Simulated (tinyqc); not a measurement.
Pariser-Parr-Pople SCF with singles CI, for the molecule C=CC=C (SMILES; centres numbered as the heavy atoms are written), step by step. One step of it, computed by the program tinyqc.

Question. Iteration 2: orbitals and new P. Diagonalise F (the basis is taken as orthonormal) and form P = 2 sum c c over the lowest orbitals.

F (eV):
```
           1C         2C         3C         4C
1C  -5.595000  -5.698262   0.000000   0.714084
2C  -5.698262  -5.595000  -3.690200   0.000000
3C   0.000000  -3.690200  -5.595000  -5.698262
4C   0.714084   0.000000  -5.698262  -5.595000
```

pi electrons, sum of z_r less the charge = 4

Give: orbital energies; P after iteration 2.

Answer.

orbital energies (eV): -13.1920  -10.2159  -0.9741  2.0020

P after iteration 2:
```
         1C      2C      3C       4C
1C   1.0000  0.9328  0.0000  -0.3605
2C   0.9328  1.0000  0.3605   0.0000
3C   0.0000  0.3605  1.0000   0.9328
4C  -0.3605  0.0000  0.9328   1.0000
```
